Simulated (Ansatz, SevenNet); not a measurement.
Ladder of methods for the elastic constant C11 of zinc-blende InSb

Reference value: 69.2 GPa (measured, low temperature, and its 300 K set is 66.7, 36.5, 30.2 (Ioffe); as tabulated in Buckeridge et al. (2019), arXiv:1907.13063).

```tsv
level (code)	value (GPa)	cell (Å³/atom)	difference (%)
SevenNet-0	50.7	36.51	-27
SevenNet-l3i5	49.4	36.67	-29
LDA (Ansatz)	66.2	33.54	-4.3
PBE (Ansatz)	54.3	36.51	-22
PBEsol (Ansatz)	61.3	34.63	-11.4
```

Closest of the ranked levels: LDA (-4.3 %). Among them SevenNet-l3i5 (-29 %) misses by most.

The measured value isn't corrected to a static lattice, so vibrations enter the comparison.  LDA, PBE, PBEsol: the solid has no gap at this level, which affects its response. Each level is taken at its own relaxed cell. Ansatz's density-functional and Hartree–Fock values are scalar-relativistic unless marked +SOC, with PAW data made under PBE.

Machine-learned potentials (SevenNet-0, SevenNet-l3i5) are trained on DFT data: a solid inside that data is no test of them.

Differences are worked out from the printed values.

Ansatz is a first-principles code.
